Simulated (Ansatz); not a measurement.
Relaxation of C4H7ClO (13 atoms, charge 0, multiplicity 1), to a largest force component of 0.015 eV/Å in at most 40 steps.

These are results of Ansatz 0.2.0, RKS B3LYP-D4/def2-SVP, not measurements.

```xyz
13
Properties=species:S:1:pos:R:3
C 0.655 -2.561 -0.416
C 0.827 -1.265 -0.024
Cl -0.361 -0.163 -0.551
O 1.815 -0.871 0.798
C 2.189 0.483 0.815
C 3.482 0.693 1.602
H 1.294 -3.330 -0.156
H -0.216 -2.730 -1.052
H 1.392 1.094 1.269
H 2.341 0.886 -0.234
H 3.373 0.309 2.595
H 4.281 0.138 1.125
H 3.812 1.738 1.664
```

**Question.** Where does it end, and by what steps?

**Answer.** The run converged. After 14 steps the energy has fallen by 0.326 eV; Cl3 moved furthest, 0.77 Å.

```tsv
step	energy less start (eV)	largest force component (eV/Å)	accepted
0	0.0000	3.004	yes
1	-0.2399	1.345	yes
2	-0.2849	0.485	yes
3	-0.2964	0.318	yes
4	-0.3078	0.086	yes
5	-0.3148	0.309	yes
6	-0.3168	0.287	yes
7	-0.3230	0.086	yes
8	-0.3246	0.054	yes
9	-0.3254	0.078	yes
10	-0.3259	0.040	yes
11	-0.3262	0.028	yes
12	-0.3263	0.030	yes
13	-0.3263	0.030	yes
14	-0.3263	0.005	yes
```

```xyz
13
Properties=species:S:1:pos:R:3
C 0.712 -2.422 -0.543
C 0.727 -1.268 0.128
Cl -0.699 -0.212 0.140
O 1.751 -0.859 0.883
C 2.280 0.458 0.674
C 3.429 0.655 1.638
H 1.610 -3.043 -0.541
H -0.183 -2.760 -1.063
H 1.482 1.200 0.841
H 2.612 0.548 -0.376
H 3.082 0.556 2.678
H 4.220 -0.090 1.465
H 3.861 1.660 1.510
```

Run time: 43 s on 2 threads of Intel(R) Xeon(R) Platinum 8488C (Sapphire Rapids), on a shared host, peak memory 0.31 GiB.
